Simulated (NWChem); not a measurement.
**Total energies of OS**

```xyz
2

O      0.0000     0.0000     1.0012
S      0.0000     0.0000    -0.5006
```
Charge 0, spin multiplicity 3.

The numbers come from NWChem runs, not from measurements. The geometry was optimised at UPBE0/def2-SVP, a minimum by its harmonic frequencies.

Basis set: cc-pVTZ (64 functions).

```csv
method,total energy (Ha)
UHF,-472.40131
UMP2,-472.77837
UB2PLYP,-473.24054
UPBE,-473.16868
UB3LYP,-473.42664
UM06-2X,-473.35966
```

Total energies of different functionals aren't comparable as a measure of quality: only differences taken within one method are. 

The correlated methods keep 6 core orbitals frozen. B3LYP has NWChem's definition, with VWN1-RPA local correlation. The structure started from a generated list of species. The unpaired electrons of the parent sit in orbitals of symmetry b1 and b2 (C2v labels of the run); other states weren't searched. The stability of the SCF solutions was not checked. Open-shell Hartree-Fock references start from PBE0 orbitals.
